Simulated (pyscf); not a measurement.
Optimised with ωB97X-D3(BJ)/def2-SVP in PySCF.

Q: Estimate the classical barrier height and the reaction energy of `[CH3][InH][CH3]` + `[ClH]` → `[CH4]` + `[CH3][InH][Cl]` at PBE/def2-TZVP. The step runs on the singlet surface, breaks C–In, Cl–H and forms C–H, Cl–In; take the separated reactants as zero.

A: ΔE‡ = 0.1 kcal/mol, ΔE = -40.1 kcal/mol. ωB97M-D3(BJ)/def2-TZVP gives 4.8 kcal/mol and -40.2 kcal/mol. Zero-point energy shifts the barrier by +0.3 kcal/mol. It is a four-centre exchange, with an imaginary mode of 890i cm⁻¹. On the reactant side the descent ends in an adduct with a Cl–In contact, 7.0 kcal/mol under the separated species and 8.6 kcal/mol under the saddle at ωB97X-D3(BJ)/def2-TZVP. On the product side the descent ends in a complex (not fully relaxed), 4.2 kcal/mol under the separated species and 48.1 kcal/mol under the saddle at ωB97X-D3(BJ)/def2-TZVP. What is counted as formed (Cl–In) is already present as a longer contact in the reactant adduct; forming that adduct is a step of its own. At ωB97X-D3(BJ)/def2-TZVP the barrier from the zero used here is 1.7 kcal/mol. One saddle was located; it need not be the lowest between these sides. Elements past Kr carry the def2 core potentials, without spin-orbit coupling.
